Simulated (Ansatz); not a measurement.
**C3H6FNO: a ladder of functionals and wavefunction methods**

The task here is to estimate one member of a computed series from the others.

The runs use Ansatz 0.2.0, Gaussian basis; functionals in def2-TZVPP, the program's frozen cores in correlated methods.

Levels to be run: PBE-D4, r2SCAN-D4, PBE0-D4, B3LYP-D4, ωB97X-V, ωB97M-V, B2PLYP; CCSD(T)/def2-TZVPP; MP2/def2-QZVPP; extrapolation to the limit.

### The geometry

The geometry comes from an earlier relaxation with PBE0-D4 in a triple-zeta def2 set; it is a stationary point, not always the lowest conformer.

SMILES `CC(N)(F)C=O`, 12 atoms, charge 0, spin multiplicity 1.

Atoms are counted from 1 here; the program's logs count them from 0.

Bond lengths: C1–C2 1.514 Å, C1–H7 1.092 Å, C1–H8 1.090 Å, C1–H9 1.091 Å, C2–N3 1.415 Å, C2–F4 1.392 Å, C2–C5 1.529 Å, N3–H10 1.011 Å, N3–H11 1.012 Å, C5–O6 1.193 Å, C5–H12 1.111 Å. Angles: C2–C1–H7 109.3°, C2–C1–H8 110.0°, C2–C1–H9 110.7°, H7–C1–H8 108.5°, H7–C1–H9 108.8°, H8–C1–H9 109.5°, C1–C2–N3 111.4°, C1–C2–F4 107.8°, C1–C2–C5 109.9°, N3–C2–F4 112.4°, N3–C2–C5 107.3°, F4–C2–C5 108.0°, C2–N3–H10 112.0°, C2–N3–H11 111.9°, H10–N3–H11 109.5°, C2–C5–O6 124.7°, C2–C5–H12 112.8°, O6–C5–H12 122.4°.

Set-up of the first run:

in.yaml reads:

```yaml
crystal:
  periodic: [false, false, false]
  atoms:
    - {symbol: C, position_ang: [-0.046176, -0.723847, -1.097418]}
    - {symbol: C, position_ang: [-0.097992, -0.135330, 0.296245]}
    - {symbol: N, position_ang: [1.200417, 0.124991, 0.794209]}
    - {symbol: F, position_ang: [-0.809818, -1.017094, 1.104386]}
    - {symbol: C, position_ang: [-0.849941, 1.195525, 0.272456]}
    - {symbol: O, position_ang: [-1.834571, 1.431713, 0.903921]}
    - {symbol: H, position_ang: [0.539898, -1.645425, -1.078773]}
    - {symbol: H, position_ang: [-1.053378, -0.961348, -1.439838]}
    - {symbol: H, position_ang: [0.419977, -0.025878, -1.793678]}
    - {symbol: H, position_ang: [1.806469, -0.680510, 0.712584]}
    - {symbol: H, position_ang: [1.180172, 0.436251, 1.756686]}
    - {symbol: H, position_ang: [-0.378055, 1.945550, -0.396980]}
basis:
  gaussian: {orbitals: def2-TZVPP}
hamiltonian: {xc: pbe, dispersion: d4}
output: {forces: true, orbitals: {seedname: orbitals}}
```

Command:

```console
$ ansatz run in.yaml --threads 4 --pin off --events-out ev --progress --plain --max-ram 10444MiB
```

Among the steps run: PBE-D4 (GGA); r2SCAN-D4 (meta-GGA); PBE0-D4 (hybrid); B3LYP-D4 (hybrid); ωB97X-V (range-separated); ωB97M-V (range-separated); B2PLYP (double hybrid); CCSD(T) in def2-TZVPP; MP2 in def2-QZVPP.

One table of the session follows, with a row left open; its other results are not shown here.

It belongs to the step «Atomisation energies». 

| method | atomisation energy (kJ/mol) |
| --- | --- |
| PBE-D4 | ? |
| r2SCAN-D4 | 4842.0 |
| PBE0-D4 | 4862.4 |
| B3LYP-D4 | 4836.2 |
| ωB97X-V | 4849.5 |
| ωB97M-V | 4855.0 |
| B2PLYP | 4787.8 |
| HF/def2-TZVPP | 3358.3 |
| MP2/def2-TZVPP | 4810.5 |
| CCSD/def2-TZVPP | 4608.4 |
| CCSD(T)/def2-TZVPP | 4695.7 |
| MP2/CBS | 4943.5 |
| CCSD(T)/CBS | 4828.7 |

Q: Estimate the row for PBE-D4 from the others.

As computed: atomisation energy (kJ/mol): 5001.1. In the column «atomisation energy (kJ/mol)» it is the highest.

To keep in mind: Free atoms (3 C, 1 N, 1 F, 1 O, 6 H) were run apart at each level; the atomisation energy is their sum less the molecule, without zero-point or spin-orbit terms.
